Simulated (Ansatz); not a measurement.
# Property card for P

These are results of DFT PBEsol, scalar-relativistic, plane waves, PAW in Ansatz, not measurements.

Plane waves to 420 eV, a k mesh through Γ of 16×16×16 on the computed 2-atom cell and Gaussian smearing (0.10 eV); no spin polarisation.

The structure is relaxed at this level of theory with its symmetry kept. This form isn't the element's structure at ambient conditions.

```
CELL_PARAMETERS angstrom
-1.70268 2.46818 1.77889
1.70268 -2.46818 1.77889
1.70268 2.46818 -1.77889
ATOMIC_POSITIONS crystal
P 0.78711 0.03711 0.75000
P 0.21289 0.96289 0.25000
```

| Quantity | Value |
| --- | --- |
| Space group | Imma (No. 74) |
| Volume per atom | 100.9 bohr³ |
| Formation energy from the elements' standard states (uncorrected) | -0.034 eV/atom |
| Kohn–Sham band gap | none (metal) |
| Density of states at the Fermi level | 0.39 states/eV per cell |
| Löwdin character within 0.5 eV of the Fermi level | P 3p 75 %, P 3s 16 %, unprojected 9 % |
| Bader charges (e) | P (2 in the cell) 0.00 |

Cost: 6 runs of about 4.6 core-minutes in all, on Intel Xeon Platinum 8488C (Sapphire Rapids) (shared hosts).